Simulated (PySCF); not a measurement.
**B2H6Si: where a starting geometry ends**

The starting geometry of this gas-phase singlet was optimised with GFN2-xTB; its bonds are those of `B[BH2-][SiH2+]`.

```xyz
9

B     0.1618    0.0565   -1.5647
B    -0.8645   -1.0759   -0.8343
Si    0.9725    1.0662   -0.1557
H     0.9975   -0.6370   -2.0903
H    -1.9164   -1.3492   -1.2854
H    -0.3696    0.7561   -2.3819
H     0.4962    2.2855    0.5416
H     2.1286    0.7821    0.7282
H    -0.5538   -1.7066    0.1135
```

Predict what it relaxes into with PBE0-D4/def2-SVP.

A new bond forms, giving a structure with H4 bridging B1 and B2, given below by its coordinates. Distances that change by over a tenth: B1–H4 (1.21 → 1.33 Å), B2–Si3 (2.90 → 2.23 Å). Contacts that close: B2–H4 (2.29 → 1.38 Å).

The energy falls by 1.10 eV over 19 steps:

| step | E − E(last) (eV) |
| --- | --- |
| 1 | 1.100 |
| 3 | 0.757 |
| 5 | 0.839 |
| 7 | 0.705 |
| 9 | 0.052 |
| 11 | 0.007 |
| 13 | 0.001 |
| 15 | 0.000 |
| 17 | 0.000 |
| 19 | 0.000 |

Final geometry (Å):

```yaml
atoms:
  - { symbol: B, position_ang: [0.2019, 0.3554, -1.8059] }
  - { symbol: B, position_ang: [-0.4821, -0.7804, -0.7740] }
  - { symbol: Si, position_ang: [0.8162, 0.9082, -0.1240] }
  - { symbol: H, position_ang: [0.3563, -0.9694, -1.8534] }
  - { symbol: H, position_ang: [-1.5896, -1.1670, -1.0585] }
  - { symbol: H, position_ang: [-0.2786, 0.8384, -2.7906] }
  - { symbol: H, position_ang: [0.1994, 2.0974, 0.5306] }
  - { symbol: H, position_ang: [1.7734, 0.2398, 0.7951] }
  - { symbol: H, position_ang: [0.0532, -1.3375, 0.1632] }
```

No frequencies were run, so the end isn't proven a minimum. Run with PySCF 2.14.0, 59 s on 2 threads of Arm Neoverse V2, with other jobs on the host.
